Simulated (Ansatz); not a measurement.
## HAl–AlH, singlet in 6-31G: errors against full CI

Geometry: a point of a twist scan, not a stationary point.

```csv
atom,x (Å),y (Å),z (Å)
Al,0.0184,-0.1614,1.3075
Al,0.0184,0.1456,-1.3093
H,0.0184,1.1360,2.2816
H,-1.0020,-0.7143,-2.2321
```

Basis 6-31G; Ansatz 0.2.0. Correlated methods freeze the noble-gas cores, which leaves 8 electrons in 20 orbitals. Prefix R: restricted or restricted open-shell reference; prefix U: unrestricted. Active spaces: valence = (8e, 10o) chosen from the atoms' valence shells; pair = (2e, 2o) about the gap.

Full CI is exact within this basis and frozen core; it isn't the basis-set limit. The frozen core follows each run's orbitals, which can shift R against U totals by a few meV.

Unrestricted rows (U) aren't spin-pure: their determinants' ⟨S²⟩ exceeds S(S+1) by up to 0.76, so they mix in states of higher spin.

The UHF ⟨S²⟩ is 0.765, the T1 diagnostic (RCCSD) is 0.0302 and the largest doubles amplitude (RCCSD) is 0.183.

```
   level  E − E(RHF) (eV)
     UHF          -0.3956
    RMP2          -1.8471
    UMP2          -1.8148
   RCCSD          -2.7237
   UCCSD          -2.6858
RCCSD(T)          -2.7965
UCCSD(T)          -2.7678
```

(1) Estimate how far full CI in 6-31G lies from RCCSD(T). The table doesn't fix it; the size of (T) and the diagnostics are the guide.

(1) Full CI in 6-31G lies 38 meV below RCCSD(T), which is 52 % of the (T) step (-73 meV). T1 is raised, a doubles amplitude is large, RHF is unstable towards spin polarisation, and the rest is a large part of (T).

The other levels:

```json
{"level": "CISD", "E − E(full CI) (meV)": "316", "share of correlation (%)": "88.85", "wall time": "0.36 s"}
{"level": "BCCD(T)", "E − E(full CI) (meV)": "40", "share of correlation (%)": "98.58", "wall time": "0.42 s"}
{"level": "RCCSDT", "E − E(full CI) (meV)": "8", "share of correlation (%)": "99.70", "wall time": "–"}
{"level": "UCCSDT", "E − E(full CI) (meV)": "11", "share of correlation (%)": "99.62", "wall time": "–"}
{"level": "RCCSDT(Q)", "E − E(full CI) (meV)": "2", "share of correlation (%)": "99.94", "wall time": "0.87 s"}
{"level": "UCCSDT(Q)", "E − E(full CI) (meV)": "2", "share of correlation (%)": "99.95", "wall time": "4.2 s"}
{"level": "RCCSDTQ", "E − E(full CI) (meV)": "0", "share of correlation (%)": "99.99", "wall time": "4.8 s"}
{"level": "CASSCF (pair space)", "E − E(full CI) (meV)": "2131", "share of correlation (%)": "24.81", "wall time": "–"}
{"level": "NEVPT2 (pair space)", "E − E(full CI) (meV)": "711", "share of correlation (%)": "74.90", "wall time": "0.3 s"}
{"level": "MRCISD (pair space)", "E − E(full CI) (meV)": "171", "share of correlation (%)": "93.98", "wall time": "–"}
{"level": "MRCISD+Q (pair space)", "E − E(full CI) (meV)": "14", "share of correlation (%)": "99.50", "wall time": "0.45 s"}
{"level": "CASSCF (valence space)", "E − E(full CI) (meV)": "552", "share of correlation (%)": "80.52", "wall time": "–"}
{"level": "NEVPT2 (valence space)", "E − E(full CI) (meV)": "177", "share of correlation (%)": "93.77", "wall time": "3.6 s"}
{"level": "MRCISD (valence space)", "E − E(full CI) (meV)": "21", "share of correlation (%)": "99.27", "wall time": "–"}
{"level": "MRCISD+Q (valence space)", "E − E(full CI) (meV)": "10", "share of correlation (%)": "99.65", "wall time": "7 s"}
```

The correlation energy at full CI, counted from RHF, is -2.834 eV. That run took 50 s on 1 thread of Intel Xeon Platinum 8488C, shared host over 11,738,025 determinants.

Times hold each run's SCF and search for its determinant on a shared host, so for small cases they say little of a method's own cost; they ran on 1 thread of Intel Xeon Platinum 8488C.

The full-CI state has the irrep A of C2, in the program's axes.

Natural occupations of full CI about the gap: 1.963 1.961 1.941 1.779 0.180 0.041 0.040 0.024 0.023 0.020; effectively unpaired electrons, Σ n²(2−n)², 0.30.
